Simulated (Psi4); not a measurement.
Reaction (SMILES): C (CH4) → [CH3-] + H+
B3LYP-D3(BJ)/def2-TZVP geometries, fixed; electronic energies without zero-point terms.

Basis-set convergence of the deprotonation energy at HF with Psi4. All functions are spherical. Density fitting with the program's default auxiliary sets. Psi4's default fitting sets serve the pcseg sets less well. No added dispersion term, no relativity. Functions are those of the species that has most. Reference: the value in aug-cc-pVQZ, 433.99 kcal/mol, itself unsure by roughly 1.79 kcal/mol (its distance from def2-QZVPPD). Deviations are taken from unrounded values.

```
basis        functions  deprotonation energy (kcal/mol)  minus reference (kcal/mol)
-----------  ---------  -------------------------------  --------------------------
STO-3G               9                           561.22                      127.23
pcseg-1             34                           443.90                        9.91
cc-pVTZ             86                           442.51                        8.51
def2-TZVPP          87                           439.16                        5.17
aug-cc-pVTZ        138                           433.86                       -0.13
def2-QZVPP         177                           436.39                        2.40
pcseg-3            192                           434.80                        0.81
aug-cc-pVQZ        264                           433.99                        0.00
aug-pcseg-3        281                           434.09                        0.09
```
